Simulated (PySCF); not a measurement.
Species: C₄H₅ (doublet state).
Numbering: `[CH:1]#[C:2][CH:3][CH3:4]` (hydrogens: H5 on C1; H6 on C3; H7, H8, H9 on C4)

The calculation used PySCF, UKS B3LYP, pcH-1 on C H, non-relativistic, mean-field spin-orbit, GIAO. Isolated species at its GFN2-xTB geometry, gas phase. The geometry wasn't refined by DFT: couplings that depend on bond lengths, twists or pyramidal angles can differ widely from those at the functional's own minimum. The SCF solution wasn't tested for stability.

Principal values of hyperfine tensors in MHz (contact and dipolar terms together), for some of the nuclei:

```csv
atom,isotope,A1,A2,A3,alike by the symmetry of this geometry
H7,1H,81.66,82.94,92.43,H8
C3,13C,4.13,5.13,188.70,none
C2,13C,-87.04,-67.20,-42.98,none
H6,1H,-80.25,-53.21,-22.74,none
C1,13C,0.11,11.29,122.98,none
H5,1H,-61.98,-43.46,-20.62,none
H9,1H,-0.71,-0.69,7.94,none
```

Question: Split each tensor into its isotropic and traceless parts, and turn a_iso into mT with g = 2.0027.

Answer: a_iso = (A1 + A2 + A3)/3, Ti = Ai − a_iso; 1 mT corresponds to 28.030 MHz.

| atom | a_iso (MHz) | a_iso (mT) | T1 | T2 | T3 |
| --- | --- | --- | --- | --- | --- |
| H7 | 85.68 | 3.057 | -4.01 | -2.73 | 6.75 |
| C3 | 65.99 | 2.354 | -61.85 | -60.86 | 122.71 |
| C2 | -65.74 | -2.345 | -21.30 | -1.47 | 22.76 |
| H6 | -52.07 | -1.857 | -28.19 | -1.14 | 29.33 |
| C1 | 44.79 | 1.598 | -44.68 | -33.50 | 78.18 |
| H5 | -42.02 | -1.499 | -19.96 | -1.44 | 21.40 |
| H9 | 2.18 | 0.078 | -2.89 | -2.87 | 5.76 |

Question: What spin density at the nucleus of C3 lies behind its contact coupling (g_N = 1.40482)?

Answer: a_FC = 800.24 MHz bohr³ × g_N × ρ(0)/(2S). With a_FC = 65.99 MHz and 2S = 1, ρ(0) = 0.0587 bohr⁻³.

Question: C4 (13C, g_N = 1.40482) isn't in the table. Its spin density at the nucleus is -0.0249 bohr⁻³. What is its contact coupling?

Answer: By the same relation, a_FC = -28.0 MHz. Its full tensor has the principal values -29.92, -27.58, -26.49 MHz.

Question: Name the largest traceless tensor T of the table and describe it.

Answer: C3: -61.9, -60.9, 122.7 MHz, axial, in the ratio −1:−1:+2, the form that spin in one p orbital centred on that nucleus gives.

Question: What first-order splitting does H7 cause when the field lies along A1, A2 or A3 of its tensor (g taken as isotropic, no quadrupole term)?

Answer: 2 lines (I = 1/2), spaced by |A_i|/(g × 13.996): 2.91, 2.96, 3.30 mT along the axes of A1, A2 and A3.
